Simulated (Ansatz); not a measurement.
Correlation energies of `S=BCl` by basis set

Bond lengths: S1–B2 1.606 Å, B2–Cl3 1.677 Å. Angles: S1–B2–Cl3 180.0°.

Total charge 0; spin multiplicity 1. Geometry: relaxed with PBE0-D4/def2-TZVP. Frozen core, restricted reference, Ansatz 0.2.0. CBS rows extrapolate triple and quadruple zeta.

```csv
basis,HF (Eh),MP2 corr.,CCSD corr.,(T),CCSD(T) total
def2-SVP,-881.48905,-0.33631,-0.36016,-0.01385,-881.86306
def2-TZVPP,-881.80847,-0.44447,-0.47241,-0.02580,-882.30668
def2-QZVPP,-881.83266,-0.48404,-0.50736,-0.02928,-882.36930
CBS(def2),-881.83599,-0.51335,-0.53324,-0.03186,-882.40109
cc-pV(D+d)Z,-881.79134,-0.34242,-0.36798,-0.01470,-882.17402
cc-pV(T+d)Z,-881.82384,-0.44422,-0.47226,-0.02582,-882.32192
cc-pV(Q+d)Z,-881.83183,-0.48323,-0.50674,-0.02921,-882.36778
CBS(cc),-881.83424,-0.51100,-0.53128,-0.03162,-882.39714
```
